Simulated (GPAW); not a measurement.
**optPBE-vdW/real-space grid (scalar-relativistic datasets) run of [PH4]+ (phosphonium)**

Aim: energy and one-electron properties of [PH4]+ (phosphonium). The job is set up through an ASE script.

The results are computed with GPAW 26.7.0.

8 further runs of the same task are left out: 1 for a known fault of the program, 4 that didn't finish, 3 set aside as unsound or not needed. Runs told in other sessions of the task aren't counted.

## (1) Starting point

The species is [PH4]+ (5 atoms), meant as a singlet with charge +1. As SMILES, `[PH4+]`. All atoms were displaced at random from a relaxed shape.

Bond lengths: P1–H2 1.385 Å, P1–H3 1.410 Å, P1–H4 1.333 Å, P1–H5 1.351 Å. Angles: H2–P1–H3 108.8°, H2–P1–H4 108.6°, H2–P1–H5 109.5°, H3–P1–H4 108.7°, H3–P1–H5 108.3°, H4–P1–H5 112.8°.

## (2) Energy and one-electron properties at optPBE-vdW/real-space grid (scalar-relativistic datasets)

gs.xyz reads:

```xyz
5

P     -0.005518     0.032237    -0.011763
H      1.359188    -0.030629     0.216015
H     -0.637663    -0.989326     0.725937
H     -0.229248    -0.175838    -1.309141
H     -0.480585     1.221917     0.416853
```

run.py reads:

```python
from ase.io import read
from gpaw import GPAW

atoms = read('gs.xyz')
atoms.set_cell([12.0, 12.0, 12.0])
atoms.center()

dft = GPAW(mode='fd',
           h=0.2,
           xc={'name': 'optPBE-vdW', 'backend': 'libvdwxc'},
           charge=1,
           nbands='150%',
           maxiter=100,
           poissonsolver={'name': 'MomentCorrectionPoissonSolver', 'poissonsolver': 'fast', 'moment_corrections': 4},
           txt='-')
atoms.calc = dft

energy = atoms.get_potential_energy()
print(f'Energy: {energy:.5f} eV')
homo, lumo = dft.get_homo_lumo()
print(f'HOMO: {homo:.3f} eV')
print(f'LUMO                    {lumo:.3f} eV')
print(f'Gap                     {lumo - homo:.3f} eV')
```

Launch:

```
$ python3 -u run.py | tee run.out
```

**Question.** What will come out? Wanted: energy as printed; HOMO energy; LUMO energy; HOMO–LUMO gap.

Answer, from the run:

At optPBE-vdW/real-space grid (scalar-relativistic datasets):

| quantity | value |
| --- | --- |
| energy as printed (from the program's reference atoms) | -19.9515 eV |
| HOMO energy | -17.86 eV |
| LUMO energy | -7.38 eV |
| HOMO–LUMO gap | 10.48 eV |
